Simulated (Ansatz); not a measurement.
# BH₄O (doublet): wave-function methods side by side at distance B1–H4 along a hydrogen transfer = 1.486 Å, cc-pVDZ

How much of the correlation energy of BH₄O (doublet) does each wave-function method recover here?

Program: Ansatz 0.2.0, Gaussian basis. Level of theory: cc-pVDZ, correlated electrons: outside noble gas. These are calculated values, not measurements.

The runs, in order: UHF; CCSD(T) on ROHF; CCSD(T) on UHF; BCCD(T) on ROHF; CISD; CCSDT(Q) on ROHF; CCSDT(Q) on UHF; CASSCF and MRCISD+Q, 3 electrons in 3 orbitals; CASSCF and NEVPT2, 3 electrons in 3 orbitals.

### 1 What is computed

The geometry derives from fragments relaxed apart (PBE0/def2-TZVP) and kept rigid, so it is no stationary point. A hydrogen atom is moved between rigid fragments.

6 atoms, charge 0, spin multiplicity 2.

Atoms are counted from 1 here; the program's logs count them from 0.

Bond lengths: B1–H2 1.193 Å, B1–H3 1.193 Å, H4–O5 1.039 Å, O5–H6 0.973 Å. Angles: H2–B1–H3 120.0°, H4–O5–H6 105.0°.

In the tables R marks a restricted open-shell determinant and U an unrestricted one; 'pair' is the active space of 3 electrons in 3 orbitals; correlation energies count from the lowest restricted Hartree-Fock solution.

### 2 UHF

The input, in.yaml:

```yaml
crystal:
  periodic: [false, false, false]
  atoms:
    - {symbol: B, position_ang: [-1.410156, 0.030718, 0.000000]}
    - {symbol: H, position_ang: [-2.006889, 1.064290, 0.000000]}
    - {symbol: H, position_ang: [-2.006889, -1.002853, 0.000000]}
    - {symbol: H, position_ang: [0.075844, 0.030718, 0.000000]}
    - {symbol: O, position_ang: [1.114844, 0.030718, 0.000000]}
    - {symbol: H, position_ang: [1.366703, -0.909232, 0.000000]}
basis:
  gaussian: {orbitals: cc-pVDZ}
magnetization: {spin_polarized: true, initial_magnetization: 1}
hamiltonian: {xc: hf}
output: {orbitals: {seedname: orbitals}}
```

Launch:

```
ansatz run in.yaml --threads 1 --pin off --events-out ev --progress --plain --max-ram 2393MiB
```

The runs that follow: CCSD(T) on ROHF; CCSD(T) on UHF; BCCD(T) on ROHF; CISD; CCSDT(Q) on ROHF; CCSDT(Q) on UHF; CASSCF and MRCISD+Q, 3 electrons in 3 orbitals; CASSCF and NEVPT2, 3 electrons in 3 orbitals.

**Question.** What will the summary of the whole plan be? Wanted: correlation energy, UCCSDT(Q); RMP2 from UCCSDT(Q); UMP2 from UCCSDT(Q); RCCSD from UCCSDT(Q); RCCSD(T) from UCCSDT(Q); UCCSD(T) from UCCSDT(Q); RCCSDT(Q) from UCCSDT(Q); NEVPT2 pair from UCCSDT(Q); MRCISD+Q pair from UCCSDT(Q).

**Answer**, as computed:

```
                                      quantity                                                   value
                 correlation energy, UCCSDT(Q)                                              -8.7969 eV
                           RMP2 from UCCSDT(Q)                                            +93.2 kJ/mol
                           UMP2 from UCCSDT(Q)                                            +96.6 kJ/mol
                          RCCSD from UCCSDT(Q)                                            +19.6 kJ/mol
                       RCCSD(T) from UCCSDT(Q)                                             +3.6 kJ/mol
                       UCCSD(T) from UCCSDT(Q)                                             +3.6 kJ/mol
                      RCCSDT(Q) from UCCSDT(Q)                                             +0.1 kJ/mol
                    NEVPT2 pair from UCCSDT(Q)                                            +97.3 kJ/mol
                  MRCISD+Q pair from UCCSDT(Q)                                            +10.5 kJ/mol
levels of the table within 1 kcal/mol (43 meV)  RCCSD(T), UCCSD(T), BCCD(T), RCCSDT, UCCSDT, RCCSDT(Q)
                                 T1 diagnostic                                                   0.020
```

In words: RCCSD(T) lands +3.6 kJ/mol from the yardstick (0.4 % of the correlation energy). Of the multireference levels listed MRCISD+Q pair comes nearest in total energy (+10.5 kJ/mol), which doesn't show that its space is the better one. These misses are within one basis, not against nature; the frozen cores of restricted and unrestricted runs differ, which can shift their rows.
